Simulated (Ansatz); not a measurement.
**Elastic constant C44 of some elemental metals**

Method: PBE-D3(BJ) in Ansatz (PAW). References are measured values at low temperature.

Values in GPa.

| solid | reference | PBE-D3(BJ) | error (%) |
|---|---|---|---|
| fcc Cu | 81.8¶ | 101 | +23 |
| fcc Al | 31.6 | 35.4 | +12.0 |
| hcp Zn | 45.9§¶ | 43.9 | -4.4 |
| hcp Zr | 36.3 | 24.0 | -34 |
| bcc Ta | 87.4¶ | 81.2 | -7.1 |
| hcp Mg | 18.4¶ | 21.5 | +16.8 |
| bcc W | 163¶ | 152 | -6.7 |
| bcc Mo | 112¶ | 109 | -2.7 |
| hcp Ti | 51 | 44.8 | -12.2 |

Over these 9 solids the mean error is -1.6 %, the mean absolute error 13.3 % (median 12.0 %), and the worst case hcp Zr at -34 %; the value is too low in 6 of 9 cases.

All these references are low-temperature values that still hold zero-point motion.

Spin–orbit coupling is left out, also for the solids with elements from indium on (bcc Ta, bcc W); its size isn't shown.

§ marks references from which a value of another source on file, of any temperature and not printed here, differs by over 15 %.

¶ marks references of a special kind: fcc Cu, 81.8 GPa (measured, 0 K, extrapolated to 0 K; zero-point effects included; as tabulated in Malica and Corso (2021), arXiv:2109.00459); hcp Zn, 45.9 GPa (measured, 0 K, extrapolated to 0 K; zero-point effects included; as tabulated in Galib et al. (2023), arXiv:2209.08184); bcc Ta, 87.4 GPa (measured, 0 K, extrapolated to 0 K; zero-point effects included; as tabulated in Wang et al. (2022), arXiv:2209.12322); hcp Mg, 18.4 GPa (measured, 0 K, extrapolated to 0 K; zero-point effects included; as tabulated in Ibrahim et al. (2023), arXiv:2305.03577); bcc W, 163 GPa (measured, 0 K, extrapolated to 0 K; zero-point effects included; as tabulated in Wang et al. (2022), arXiv:2209.12322); bcc Mo, 112 GPa (measured, 0 K, 300 K values taken to 0 K by the source's computed thermal shift; zero-point effects included; as tabulated in Gong and Corso (2024), arXiv:2406.16634).

Differences are worked out from the printed values.

Each level is taken at its own relaxed cell. Caveats: shear constants of such metals converge slowly with the k mesh (bcc Ta, bcc W, bcc Mo); the dispersion coefficients are held fixed in the derivatives (fcc Cu, fcc Al, hcp Zn, hcp Zr, bcc Ta, hcp Mg and 3 more). Ansatz's density-functional and Hartree–Fock values are scalar-relativistic unless marked +SOC, with PAW data made under PBE.

Ansatz's runs of these crystals have no spin polarisation.

Not in this set, of the elemental metals with a reference value in our tables and a result at some level: 14 for a reference at room or unstated temperature; 12 for no value at PBE-D3(BJ) (not run, a failed fit, an unstable or unbound cell, or a value held back for tests); 1 for sources at odds. These can be a level's best or worst cases. Solids without a released value at any level aren't counted. Layered and molecular crystals are counted apart. The metals Ce to Yb are counted apart.

References as tabulated in Wang et al. (2022), arXiv:2209.12322; Malica and Corso (2021), arXiv:2109.00459; Li et al. (2021), arXiv:2102.01972; Galib et al. (2023), arXiv:2209.08184 and others.

Ansatz is a first-principles code.
